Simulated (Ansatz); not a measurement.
`C=C1OC=C1C`, relaxed with RKS PBE0-D4/def2-TZVP in the Gaussian-basis code of Ansatz from a PBE-D4/def2-SVP geometry. The force threshold is 0.005 eV/Å; the program also tests the step.

The species carries charge 0 and has multiplicity 1.

Start:

```xyz
12

C    -1.441   -0.871    1.279
C    -0.579   -0.793    0.257
O    -0.297   -1.830   -0.685
C     0.601   -0.902   -1.257
C     0.379    0.129   -0.393
C     0.839    1.522   -0.164
H    -1.582   -0.011    1.948
H    -2.013   -1.792    1.460
H     1.197   -1.166   -2.141
H     1.618    1.806   -0.899
H     1.270    1.653    0.852
H     0.007    2.254   -0.256
```

```csv
step,energy (eV),largest force (eV/Å),largest move (Å)
1,-7321.6491,0.991,0.000
2,-7321.7139,0.314,0.031
3,-7321.7193,0.056,0.013
4,-7321.7194,0.024,0.005
5,-7321.7194,0.008,0.002
6,-7321.7195,0.008,0.003
7,-7321.7195,0.011,0.004
8,-7321.7195,0.009,0.006
9,-7321.7195,0.005,0.004
10,-7321.7195,0.003,0.002
```

End:

```xyz
12

C    -1.431   -0.861    1.262
C    -0.578   -0.788    0.260
O    -0.289   -1.814   -0.674
C     0.600   -0.889   -1.237
C     0.375    0.124   -0.389
C     0.833    1.508   -0.163
H    -1.571   -0.010    1.915
H    -1.998   -1.764    1.442
H     1.193   -1.140   -2.105
H     1.577    1.793   -0.909
H     1.286    1.623    0.826
H     0.003    2.218   -0.227
```

Hardware: 4 threads of an Arm Neoverse V1 on a shared host. Wall time 36 s, peak host memory 0.59 GiB.
